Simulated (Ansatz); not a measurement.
**Scan of [GeH3···H···H], doublet**

Starting geometry:

```xyz
6

Ge   -0.0337    0.0000    0.0000
H    -0.5451    1.4466    0.0000
H    -0.5451   -0.7233    1.2528
H    -0.5451   -0.7233   -1.2528
H     1.5007    0.0000    0.0000
H     2.5613    0.0000    0.0000
```

From there H5 is moved from one fragment to the other while all else, the fragments' distance too, stays fixed; atoms are numbered as listed. Energies are in kcal/mol, counted from the starting geometry at the same level.

Basis cc-pVTZ; Ansatz 0.2.0. Only valence electrons are correlated (noble-gas cores and the filled d shells of p-block atoms frozen). R marks a restricted (for open shells ROHF) determinant, U an unrestricted one. No spin–orbit coupling is included, and no scalar relativity.

Full CI isn't at hand for all of this; UCCSDT(Q) serves as the reference, and is uncertain by about the last step of the cluster series. The frozen core follows each run's orbitals, which can shift R against U totals by a few meV for light atoms and by up to 0.1 eV past Ca.

```tsv
distance Ge1-H5 (Å)	UCCSDT(Q)	error UHF	error RMP2	error UMP2	error RCCSD	error UCCSD(T)	error RCCSDT(Q)
1.534	0.0	0.0	0.0	0.0	0.0	0.0	0.0
1.579	-1.7	0.9	0.1	0.3	0.1	0.0	0.0
1.670	-5.0	2.2	0.1	0.7	0.1	0.0	0.0
1.760	-8.1	2.7	0.3	0.6	0.1	0.0	0.0
1.850	-9.5	2.3	0.1	0.2	-0.1	0.0	0.1
```

Errors are those of relative energies. In total energy the starting point itself misses UCCSDT(Q) by: UHF 116.9, RMP2 23.4, UMP2 23.3, RCCSD 3.4, UCCSD(T) 0.6, RCCSDT(Q) 0.0 kcal/mol.

Spread of the error over the points with a reference, to 1.850 Å (largest less smallest): UCCSD(T) 0.0, RCCSDT(Q) 0.1, RCCSD 0.2, RMP2 0.3, UMP2 0.7, UHF 2.7 kcal/mol.
